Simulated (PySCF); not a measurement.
Molecule: C5H4N, net charge 0, doublet state. It need not be the lowest isomer of its formula. SMILES: c1[c]nccc1
Geometry from a B3LYP-D3(BJ)/def2-TZVP (Ansatz) optimisation:
```
C
H 1 1.0815
C 1 1.3846 2 120.08
N 3 1.3457 1 120.64 2 -180.00
C 4 1.2787 3 119.04 1 0.00
H 3 1.0830 4 117.35 5 -180.00
C 5 1.3882 4 126.36 3 0.00
H 7 1.0804 5 122.58 4 180.00
C 7 1.3898 8 122.16 5 180.00
H 9 1.0835 7 120.13 8 0.00
```
Charge 0, spin multiplicity 2.

Dispersion corrections to the total energy (kcal/mol) from the dftd3 and dftd4 libraries through PySCF: D3(BJ) without and D4 with the three-body term, each with the damping fitted for the functional named.

```
functional  D3(BJ)      D4
----------  ------  ------
BP86         -9.00   -7.46
TPSSh        -6.60   -7.04
BLYP        -12.39  -13.08
B2PLYP           ?   -3.98
B2GP-PLYP    -3.48   -2.35
TPSS             ?   -7.78
revPBE           ?  -20.00
```

**Question.** What belongs in the gaps?

**Answer.** 
- B2PLYP, D3(BJ): -4.58
- TPSS, D3(BJ): -7.24
- revPBE, D3(BJ): -15.09
